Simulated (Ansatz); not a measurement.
The input, for Ansatz 0.2.0:

```yaml
crystal:
  periodic: [false, false, false]
  atoms:
    - {symbol: Si, position_ang: [-1.584866, -0.010911, 0.003926]}
    - {symbol: Br, position_ang: [0.634735, 0.004370, -0.001572]}
    - {symbol: H, position_ang: [-2.062066, 1.390643, 0.006932]}
    - {symbol: H, position_ang: [-2.044541, -0.718097, 1.220754]}
    - {symbol: H, position_ang: [-2.050590, -0.714937, -1.212434]}
basis:
  gaussian: {orbitals: cc-pVDZ, fitting: {mean_field: def2-universal-jkfit}}
magnetization: {spin_polarized: false, initial_magnetization: 2}
correlation: {method: sc_nevpt2, electrons: outside_noble_gas}
output: {forces: true}
```

```sh
$ ansatz run in.yaml --threads 1 --pin off --events-out ev --progress --plain --max-ram 2393MiB
```

(1) What does the program do with this input?

Answers

(1) Refused. The input was made wrong on purpose (method needs an active space), so the run isn't a sound calculation of what was asked.
```
Error: this correlation method needs an active space: name one as the reference
```
